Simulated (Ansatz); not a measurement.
For 1T (CdI2-type) ZrSe2, PBEsol-D3(BJ) (Ansatz, an electronic-structure program, plane waves, PAW) gives:

equilibrium lattice constant a: 3.662 Å
c axis length: 5.838 Å
enthalpy of formation: -1.321 eV/atom

Problem. What does HSE06 (PAW; Ansatz) give for the same quantities?

Solution. 
- lattice constant a: 3.792 Å (goes up by 3.5 %)
- lattice parameter c: 6.762 Å (goes up by 16 %)
- formation enthalpy: -1.559 eV/atom (moves by -0.238 eV/atom)

For comparison: lattice constant a 3.77 Å (measured, temperature not stated, no zero-point or thermal correction; as tabulated in Björkman (2014), arXiv:1406.2436); lattice parameter c 6.122 Å (measured, temperature not stated, zero-point anharmonic expansion removed (computed with revB86b-DF2); no thermal correction; as tabulated in Björkman (2014), arXiv:1406.2436).

Changes are worked out from the printed values.

Unless a cell is named, each level is at its own relaxed cell (PBEsol-D3(BJ) 22.60, HSE06 28.07 Å³/atom).

Caveats: exact exchange on metals is sensitive to the k mesh and can open a false gap (HSE06); the cell comes from a level without a dispersion term, which matters for the spacing of layers, chains or molecules (HSE06); the run warned that the count of filled bands differs between k points (HSE06). Ansatz's density-functional and Hartree–Fock values are scalar-relativistic unless marked +SOC, with PAW data made under PBE.
